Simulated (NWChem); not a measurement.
# UM06-2X/3-21G run of AlH2O (SMILES [O][AlH2])

What is the vertical ionisation energy of AlH2O at UM06-2X/3-21G? 

The results are computed with NWChem 7.3.0.

**1. The molecule**

AlH2O: 4 atoms, total charge 0, spin state doublet. As SMILES, `[O][AlH2]`. The coordinates come from a PBE0-D4/def2-TZVP relaxation.

Bond lengths: O1–Al2 1.727 Å, Al2–H3 1.578 Å, Al2–H4 1.578 Å. Angles: O1–Al2–H3 115.8°, O1–Al2–H4 115.8°, H3–Al2–H4 128.3°.

**2. The energy at UM06-2X/3-21G**

The input, m1.nw:

```
start m1
title "AlH2O M06-2X"
memory total 2200 mb

geometry units angstrom noautosym nocenter noautoz
  O      0.062600    -0.856300     1.401400
  Al     0.011300     0.029900    -0.080400
  H     -1.149600    -0.360800    -1.076000
  H      1.131100     1.126800    -0.265300
end

basis spherical bse
  O library 3-21G
  Al library 3-21G
  H library 3-21G
end

dft
  xc m06-2x
  mult 2
  grid fine
  convergence energy 1e-08
  iterations 100
  mulliken
  print low
end

task dft
```

Started as:

```console
$ nwchem m1.nw > m1.out
```

The log of the run:

```text
[...]
 d= 0,ls=0.0,diis     1   -316.6185313522 -3.60D+02  8.52D-02  3.47D-01     0.3
[...]
 d= 0,ls=0.5,diis    23   -316.9601219253 -9.76D-09  4.13D-07  3.56D-10     4.9
[...]
         Total DFT energy =     -316.960121929078
      One electron energy =     -526.947129382578
           Coulomb energy =      194.021417336845
    Exchange-Corr. energy =      -27.819544026341
 Nuclear repulsion energy =       43.785134142996
[...]
      Total Density - Mulliken Population Analysis
     ---------------------------------------------
    Atom       Charge   Shell Charges
 -----------   ------   -------------------------------------------------------
    1 O    8     8.40   1.99  0.45  1.99  1.52  2.46
    2 Al  13    12.29   2.00  1.98  5.87  0.72  1.13  0.30  0.30
    3 H    1     1.16   0.41  0.75
    4 H    1     1.16   0.41  0.75
[...]
      <S2> =      0.7557 (Exact =     0.7500)
[...]
```

Wall time 5.7 s (1 thread of Intel Xeon 6975P-C (Granite Rapids), shared host); peak memory 0.11 GiB.

**3. The singlet cation, same level**

The input, struct.nw:

```
start struct
title "AlH2O energy"
memory 2200 mb
charge 1

geometry noautosym nocenter noautoz
  O     0.062600   -0.856300    1.401400
  Al    0.011300    0.029900   -0.080400
  H    -1.149600   -0.360800   -1.076000
  H     1.131100    1.126800   -0.265300
end

basis spherical bse
  O library 3-21G
  Al library 3-21G
  H library 3-21G
end

dft
  xc m06-2x
  grid fine
  convergence energy 1e-08
  iterations 100
  mulliken
  noprint "final vectors analysis"
end

task dft energy
```

Started as:

```console
$ nwchem struct.nw > struct.out
```

The log of the run:

```text
[...]
          Wavefunction type:  closed shell.
          No. of atoms     :     4
          No. of electrons :    22
[...]
          Charge           :     1
          Spin multiplicity:     1
[...]
          AO basis - number of functions:    26
[...]
              XC Information
              --------------
                       M06-2X Method XC Functional
                     Hartree-Fock (Exact) Exchange  0.540
                        M06-2X Exchange Functional  1.000
                      M06-2X Correlation Potential  1.000
[...]
 d= 0,ls=0.0,diis     1   -315.6702940680 -3.59D+02  2.30D-01  4.93D+00     0.2
[...]
 d= 0,ls=0.0,diis    14   -316.5068224921 -1.17D-10  1.05D-07  2.61D-12     1.9
         Total DFT energy =     -316.506822492117
      One electron energy =     -519.898905740631
           Coulomb energy =      186.991083663021
    Exchange-Corr. energy =      -27.384134557502
 Nuclear repulsion energy =       43.785134142996
[...]
      Total Density - Mulliken Population Analysis
     ---------------------------------------------
    Atom       Charge   Shell Charges
 -----------   ------   -------------------------------------------------------
    1 O    8     8.10   1.99  0.48  1.91  1.52  2.20
    2 Al  13    12.13   2.00  1.98  5.87  0.80  1.13  0.18  0.18
    3 H    1     0.89   0.36  0.52
    4 H    1     0.89   0.36  0.52
[...]
```

Run time: 2.5 s. Hardware: 1 thread of Intel Xeon 6975P-C (Granite Rapids), shared host; peak memory 0.11 GiB.

**4. What came out**

At UM06-2X/3-21G:

| quantity | value |
| --- | --- |
| doublet AlH2O: total energy | -316.96012 Eh |
| doublet AlH2O: ⟨S²⟩ | 0.756 |
| singlet cation: total energy | -316.50682 Eh |
| vertical ionisation energy (to the singlet cation) | 12.335 eV |

What this shows: Removing an electron at fixed nuclei costs 12.33 eV (284 kcal/mol). Only the singlet of the ionised species was computed; a triplet could lie lower.
